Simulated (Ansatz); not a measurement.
Process, species as SMILES: C1CC=1 + 4 [H][H] (H2) → 3 C (CH4)
B3LYP-D3(BJ)/def2-TZVP geometries, fixed; electronic energies without zero-point terms.
Largest species:
```
C
H 1 1.0889
H 1 1.0889 2 113.66
C 1 1.5050 2 119.64 3 150.54
C 4 1.2868 1 64.69 2 105.61
H 5 1.0750 4 149.73 1 180.00
H 4 1.0750 5 149.73 6 0.00
```
Charge 0, spin multiplicity 1.

Basis-set convergence of the energy of full hydrogenation at PBE with Ansatz (a program for electronic structure). Cartesian d functions, on some or all atoms, in 6-31G*; all else is spherical. The program fits the integrals of some runs and decomposes those of others, by size. No added dispersion term, no relativity. Functions are those of the species that has most. Reference: the value in def2-QZVPPD, -139.90 kcal/mol, itself unsure by roughly 0.05 kcal/mol (its mean distance from pcseg-3, def2-QZVPP, cc-pVQZ). Deviations are taken from unrounded values.

```csv
basis,functions,energy of full hydrogenation (kcal/mol),minus reference (kcal/mol)
def2-SV(P),50,-135.48,4.42
6-31G*,53,-143.17,-3.27
pcseg-1,62,-141.94,-2.04
6-311G**,78,-141.28,-1.38
6-311+G**,90,-140.90,-1.01
aug-cc-pVDZ,105,-144.06,-4.16
"6-311++G(2d,2p)",121,-142.05,-2.15
def2-TZVPD,147,-139.11,0.79
def2-TZVPPD,179,-140.12,-0.22
```
